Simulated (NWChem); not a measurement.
**Total energies of HS**

SMILES: [SH]
```xyz
2

S      0.0000     0.0000     0.0796
H      0.0000     0.0000    -1.2741
```
Charge 0, spin multiplicity 2.

Everything below was run with NWChem. The geometry was optimised at UPBE0/def2-SVP, a minimum by its harmonic frequencies.

Basis set: cc-pVQZ (89 functions).

```
method                         total energy (Ha)  relative cost
-----------------------------  -----------------  -------------
UHF                                   -398.10909              1
UMP2                                  -398.27378        under 3
UB2PLYP                               -398.64092        under 3
UPBE                                  -398.58730        under 3
UB3LYP                                -398.78456        under 3
ULC-wPBE (omega 0.3 per bohr)         -398.61617              5
```

Total energies of different functionals aren't comparable as a measure of quality: only differences taken within one method are. The cost column gives rough processor time relative to UHF; each entry includes its own SCF.

The correlated methods keep 5 core orbitals frozen. B3LYP has NWChem's definition, with VWN1-RPA local correlation. GW and range-separated runs recompute their integrals, the others keep them in memory, which bears on the times. The structure started from a generated list of species. The unpaired electrons of the parent sit in orbitals of symmetry b1 (C2v labels of the run); other states weren't searched. No SCF solution was tested for a lower state. Open-shell Hartree-Fock references start from PBE0 orbitals; any time given for them includes that run.
